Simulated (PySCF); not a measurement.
First SCF of a structure search on singlet MgH₂, at a hand-made bent geometry. PySCF input:

```python
from pyscf import gto, scf, dft
mol = gto.M(atom='''
Mg     0.000000     0.000000     0.000000
H      1.400700     0.000000     0.980800
H     -1.400700     0.000000     0.980800''',
    basis={'Mg': 'def2-TZVP', 'H': 'def2-TZVP'},
    charge=0, spin=0)
mf = dft.RKS(mol, xc='PBE0')
mf.grids.atom_grid = (50, 194)
aux = {'Mg': 'def2-universal-JKFIT', 'H': 'def2-universal-JKFIT'}
mf = mf.density_fit(auxbasis=aux)
mf.conv_tol = 1e-08
mf.diis_space = 10
mf.max_cycle = 60
mf.init_guess = 'minao'
mf.verbose = 4
mf.kernel()
```

Excerpt of the output (cycles and frontier levels):

```
init E= -200.946050697805
  HOMO = -0.272144896235746  LUMO = -0.090117104167593  gap/eV = 4.95323
cycle= 1 E= -201.074417370577  delta_E= -0.128  |g|= 0.221  |ddm|= 1.35
  HOMO = -0.205211780632895  LUMO = -0.0840873163162703  gap/eV = 3.29596
cycle= 2 E= -201.08636568406  delta_E= -0.0119  |g|= 0.134  |ddm|= 0.429
  HOMO = -0.239505247853494  LUMO = -0.0798131710299659  gap/eV = 4.34544
cycle= 3 E= -201.093529397238  delta_E= -0.00716  |g|= 0.00998  |ddm|= 0.181
  HOMO = -0.239536848090952  LUMO = -0.0800043603906673  gap/eV = 4.34110
cycle= 4 E= -201.093555144403  delta_E= -2.57e-05  |g|= 0.00194  |ddm|= 0.00784
  HOMO = -0.23891288975575  LUMO = -0.0798937346537638  gap/eV = 4.32713
cycle= 5 E= -201.093556929616  delta_E= -1.79e-06  |g|= 0.00031  |ddm|= 0.00289
  HOMO = -0.238923432341726  LUMO = -0.0798588617915774  gap/eV = 4.32837
cycle= 6 E= -201.093556961925  delta_E= -3.23e-08  |g|= 5.09e-05  |ddm|= 0.000346
  HOMO = -0.23893229999184  LUMO = -0.0798543944489385  gap/eV = 4.32873
cycle= 7 E= -201.093556963208  delta_E= -1.28e-09  |g|= 7.55e-06  |ddm|= 8.91e-05
  HOMO = -0.238931215922085  LUMO = -0.0798557233792154  gap/eV = 4.32866
Extra cycle  E= -201.093556963228  delta_E= -2.03e-11  |g|= 3.35e-06  |ddm|= 1.73e-05
converged SCF energy = -201.093556963228
```

No lower solution of this spin was found by a stability analysis within the restricted form, which does not test spin polarisation.

The search for the lowest solution, with the stability check, took 0.6 s on 2 threads of a shared Arm Neoverse V2 host, with 44 basis functions; the process peaked at 0.24 GiB.
